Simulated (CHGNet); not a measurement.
## 1T (CdI2-type) HfS2

These are the machine-learned potential CHGNet 0.3.0 (trained on PBE and PBE+U data) values and carry that method's errors.

Cell: relaxed at this level.

```json
{
 "lattice_parameter_a": "3.654 Å",
 "c axis length": "6.524 Å"
}
```

Measured, for comparison: lattice constant a 3.635 Å (temperature not stated, not corrected to a static lattice; as tabulated in Björkman (2014), arXiv:1406.2436); lattice parameter c 5.83 Å (temperature not stated, zero-point anharmonic expansion removed (computed with revB86b-DF2); no thermal correction; as tabulated in Björkman (2014), arXiv:1406.2436). Computed (rounded) less measured: lattice constant a +0.5 %, lattice parameter c +11.9 %.

A machine-learned potential is trained on density-functional data: it inherits that level's misses and adds fitting errors of its own.

Note: the model gives imaginary modes for this phase (in the spectrum interpolated from a supercell); the model's c/a of 1.79 is far from the 1.61 of the starting cell; this model's volume lies 13 % above that of the starting cell (a measured, published or database cell).
